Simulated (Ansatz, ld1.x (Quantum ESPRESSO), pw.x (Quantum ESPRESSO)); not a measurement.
**pw.x on fcc Br: one setting changed**

Potential: norm-conserving RRKJ (Kleinman–Bylander form), ld1.x (Quantum ESPRESSO) 7.5, LDA (PW92); core [Ar] 3d10, reference 4s1 4p6; waves: 4s (bound): rc 1.35 bohr; 4p (bound): rc 1.80 bohr; 4d channel at 0.1 Ry: rc 1.78 bohr; local part: all-electron potential smoothed inside 1.35 bohr (lloc = -1); core correction: a·sin(br)/r model core inside 0.95 bohr; rho0 0.02.

The reference run (k-mesh 13³, cutoffs 110/440 Ry, Fermi–Dirac 0.01 Ry, mixing_beta 0.4, conv_thr 1e-9, no spin) gives -0.35 GPa at 23.071 Å³/atom, where all-electron LAPW gives -0.01 GPa. This run, with its own iteration cap, changes ecutrho/ecutwfc to 2.

```
&control
  calculation='scf', prefix='x', pseudo_dir='./', outdir='./tmp', tstress=.true., disk_io='none'
/
&system
  ibrav=0, nat=1, ntyp=1, ecutwfc=110, ecutrho=220, nbnd=11,
  occupations='smearing', smearing='fd', degauss=0.01
/
&electrons
  conv_thr=1e-09, mixing_beta=0.4, electron_maxstep=60
/
ATOMIC_SPECIES
Br 1.0 Br.UPF
CELL_PARAMETERS angstrom
  0.00000000 2.25949894 2.25949894
  2.25949894 0.00000000 2.25949894
  2.25949894 2.25949894 0.00000000
ATOMIC_POSITIONS crystal
Br 0.0000 0.0000 0.0000
K_POINTS automatic
13 13 13 0 0 0
```

```bash
pw.x < Br.scf.in > Br.scf.out
```

Problem. How does the run end?

Solution. It converges in 6 iterations; the free energy moves by +1.6 meV/atom and the pressure by +0.04 GPa. Below 4 the density is truncated and F is no longer variational, so a small shift in one case is no licence.

```
Message from routine set_cutoff:
     ecutrho < 4*ecutwfc, are you sure?
     Message from routine setup:
     using ibrav=0 with symmetry is DISCOURAGED, use correct ibrav instead
     lattice parameter (alat)  =       6.0385  a.u.
     unit-cell volume          =     155.6908 (a.u.)^3
     number of electrons       =         7.00
     number of Kohn-Sham states=           11
     kinetic-energy cutoff     =     110.0000  Ry
     charge density cutoff     =     220.0000  Ry
     scf convergence threshold =      1.0E-09
     Exchange-correlation= PW
     number of k points=    84  Fermi-Dirac smearing, width (Ry)=  0.0100
     iteration #  1     ecut=   110.00 Ry     beta= 0.40
     total energy              =     -39.79197189 Ry
     estimated scf accuracy    <       0.00946073 Ry
     iteration #  2     ecut=   110.00 Ry     beta= 0.40
     total energy              =     -39.79175648 Ry
     estimated scf accuracy    <       0.00133627 Ry
     iteration #  3     ecut=   110.00 Ry     beta= 0.40
     total energy              =     -39.79201450 Ry
     estimated scf accuracy    <       0.00001617 Ry
     iteration #  4     ecut=   110.00 Ry     beta= 0.40
     total energy              =     -39.79201524 Ry
     estimated scf accuracy    <       0.00000031 Ry
     iteration #  5     ecut=   110.00 Ry     beta= 0.40
     total energy              =     -39.79201534 Ry
     estimated scf accuracy    <          7.7E-09 Ry
     iteration #  6     ecut=   110.00 Ry     beta= 0.40
     the Fermi energy is     5.5873 ev
!    total energy              =     -39.79201535 Ry
     estimated scf accuracy    <          1.7E-10 Ry
     smearing contrib. (-TS)   =      -0.00589377 Ry
     The total energy is F=E-TS. E is the sum of the following terms:
     one-electron contribution =       3.27443848 Ry
     hartree contribution      =       2.05997582 Ry
     xc contribution           =     -18.81292853 Ry
     ewald contribution        =     -26.30760735 Ry
     convergence has been achieved in   6 iterations
          total   stress  (Ry/bohr**3)                   (kbar)     P=       -3.14
     Message from routine punch:
     Nothing written, as per user request (disk_io='none')
```

The run took about 10 s on one core of a shared host (Intel(R) Xeon(R) 6975P-C, 192 threads, 756 GiB, load 49).
